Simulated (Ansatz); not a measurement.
Geometry optimisation, RKS LDA/6-31G* in Ansatz 0.2.0.

input.yaml

```yaml
crystal:
  periodic: [false, false, false]
  atoms:
    - { symbol: Si, position_ang: [-0.44327, -0.120882, -0.418811] }
    - { symbol: Cl, position_ang: [0.091989, 0.787021, 2.748676] }
    - { symbol: H, position_ang: [0.684227, -0.941927, 0.145545] }
    - { symbol: H, position_ang: [-0.151196, 1.340978, -0.310052] }
    - { symbol: H, position_ang: [-0.6149, -0.510653, -1.86843] }
    - { symbol: O, position_ang: [-1.886123, -0.337249, 0.411884] }
    - { symbol: H, position_ang: [-2.209371, -1.259751, 0.422314] }
    - { symbol: H, position_ang: [-1.128356, 0.412763, 2.336573] }
basis:
  gaussian: { orbitals: "6-31G*" }
hamiltonian:
  xc: lda
relax:
  f_tol: 0.03
  max_steps: 50
output:
  orbitals: {}
```

Command:

```bash
$ ansatz run input.yaml --threads 1 --pin off --max-ram 2048MiB --backend cpu --events-out ev --progress --plain --runs-dir out
```

Task: Where does it end, and by what steps?

Result: The forces met the threshold. The force dipped under the threshold on the way, but the program's further checks kept it going. After 11 steps the energy has fallen by 0.242 eV; Cl2 moved furthest, 0.84 Å.

```csv
step,energy less start (eV),largest force component (eV/Å),accepted
0,0.0000,0.735,yes
1,-0.0943,0.831,yes
2,-0.1772,0.440,yes
3,-0.2187,0.221,yes
4,-0.2303,0.211,yes
5,-0.2364,0.201,yes
6,-0.2367,0.340,yes
7,-0.2408,0.036,yes
8,-0.2412,0.043,yes
9,-0.2417,0.018,yes
10,-0.2420,0.018,yes
11,-0.2422,0.024,yes
```

```xyz
8
Properties=species:S:1:pos:R:3
Si -0.358 -0.136 -0.552
Cl -0.604 0.810 3.223
H 0.792 -1.064 -0.283
H 0.078 1.289 -0.485
H -0.949 -0.458 -1.895
O -1.550 -0.264 0.637
H -1.955 -1.146 0.761
H -1.112 0.338 2.062
```

Whether the end is a true minimum wasn't checked by a vibrational analysis.

The run took 17 s on 1 thread of Arm Neoverse V1, with other jobs on the host, peak memory 0.13 GiB.
